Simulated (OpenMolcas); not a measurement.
## A ladder of methods for BPH4 (SMILES BP)

BPH4: 6 atoms, total charge 0, spin state singlet. As SMILES, `BP`. The shape is that of a GFN2-xTB optimisation.

```xyz
6

B     0.0027   -0.8680    0.1189
P     0.3787    0.9288    0.2596
H    -0.7775   -1.3512    0.8429
H     0.6592   -1.5409   -0.5759
H     0.5991    1.3191   -1.0437
H    -0.8623    1.5122    0.3982
```

Each level gives the energy change with the B1–H3 bond stretched from 1.169 to 2.922 Å (eV). The values are calculated.

| level | kind | program | value (eV) | less FCI/STO-3G | CPU time (all runs) |
| --- | --- | --- | --- | --- | --- |
| HF/STO-3G (restricted) | Hartree–Fock | OpenMolcas | 9.92 | +4.42 | 3.1 s |
| SVWN5/STO-3G (restricted) | LDA | OpenMolcas | 7.28 | +1.78 | 9.1 s |
| PBE/STO-3G (restricted) | GGA | OpenMolcas | 6.98 | +1.48 | 11 s |
| M06-2X/STO-3G (restricted) | hybrid meta-GGA | OpenMolcas | 8.27 | +2.77 | 12 s |
| PBE0/STO-3G (restricted) | global hybrid | OpenMolcas | 7.84 | +2.34 | 9.1 s |
| B2PLYP/STO-3G (restricted) | double hybrid | OpenMolcas | 7.32 | +1.82 | 8.8 s |
| MP2/STO-3G (restricted) | perturbation theory | OpenMolcas | 7.16 | +1.66 | 3.2 s |
| CASSCF(2,2)/STO-3G | multireference | OpenMolcas | 5.43 | -0.07 | 3.2 s |
| CCSD(T)/STO-3G (restricted) | coupled cluster or CI | OpenMolcas | 5.47 | -0.03 | 4.3 s |
| FCI/STO-3G | exact in the basis | OpenMolcas | 5.50 | 0.00 | 1.8 min |

FCI/STO-3G is exact within its basis and frozen core, so for wave-function methods in that basis the difference is their error; functionals converge differently with the basis, so for them it is only a difference. Spin-restricted single references rise too steeply as a bond breaks, Hartree–Fock most of all. Perturbation and coupled-cluster corrections on them can overshoot downwards. The first shape isn't each level's own minimum. The values span 5.43 to 9.92 eV. All rows use very small basis sets, so even the best lies far from the true value. CPU times are rough (shared hosts, several kinds of processor): they show what a rung costs within a factor of a few.
